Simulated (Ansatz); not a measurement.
PS2. Total charge 0; doublet. Geometry PBE-D4/def2-TZVP; atoms count from 1.

```xyz
3

P     0.4281   -0.8772   -0.7054
S     0.2604   -0.0084    1.1963
S    -0.6884    0.8855   -0.4909
```

Another isomer (doublet) lies 0.31 eV lower at PBE0-D4/def2-TZVP; other spin states weren't run for this one.

(1) Estimate the Mulliken populations from the PBE0/def2-TZVP orbitals of Ansatz.

(2) Where does the spin sit?

(3) And the Mayer bond orders between heavy atoms (over 0.3)?

## Answers

(1) 
```json
{"atom": "P1", "charge (e)": "0.19", "spin (α − β)": "0.87"}
{"atom": "S2", "charge (e)": "-0.09", "spin (α − β)": "0.06"}
{"atom": "S3", "charge (e)": "-0.09", "spin (α − β)": "0.06"}
```
Mulliken values depend strongly on the basis.

(2) Summed by element: P 0.87, S 0.13, of 1 unpaired in all. Largest on single atoms: P1 0.87, S2 0.06, S3 0.06.

(3) P1–S2 1.18 (2.10 Å); P1–S3 1.18 (2.10 Å); S2–S3 1.09 (2.13 Å).
